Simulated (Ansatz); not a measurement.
`FC[SiH3]` → `[CH]F` + SiH₄ at 400 K and 1 bar (formal loss of a carbene).

Gas-phase electronic energies from Ansatz, PBE0-D4/def2-TZVP geometries. CBS: MP2 limit from def2 TZ/QZ plus the TZ coupled-cluster correction, frozen cores. This one scheme is used for every species.

| species | CCSD(T)/CBS energy (Eh) | H − E (kJ/mol) | S (J/(mol·K)) |
| --- | --- | --- | --- |
| `FC[SiH3]` | -429.90570 | 165.5 | 311.5 |
| `[CH]F` | -138.29972 | 46.3 | 233.5 |
| SiH₄ | -291.46306 | 96.9 | 218.6 |

H − E and S are ideal-gas, rigid-rotor, harmonic terms from PBE0-D4/def2-TZVP. 1 Eh = 2625.50 kJ/mol, R = 8.31446 J/(mol·K).

By hand: ΔE, ΔH, ΔS and ΔG.

ΔE = (-138.29972) + (-291.46306) − (-429.90570) = 0.14292 Eh = 375.2 kJ/mol. Δ(H − E) = 46.3 + 96.9 − 165.5 = -22.3, so ΔH = 352.9 kJ/mol. ΔS = 233.5 + 218.6 − 311.5 = 140.6 J/(mol·K). ΔG = 352.9 − 400 × (140.6)/1000 = 296.7 kJ/mol.

By hand: the equilibrium constant, and the temperature at which ΔG would vanish if ΔH and ΔS stayed fixed.

log₁₀ K = −ΔG/(RT ln 10) = -38.7. ΔG = 0 at ΔH/ΔS = 2510 K, far beyond where these terms or the molecules hold.

The number of gas molecules changes by +1, which sets the sign of ΔS. A doubt of 5 kJ/mol in ΔE shifts log₁₀ K by 0.7 here. These are equilibria of isolated gas molecules and say nothing of rates. Largest T1 diagnostic: 0.018 (customary marks: 0.02 for closed shells, 0.045 for open ones).
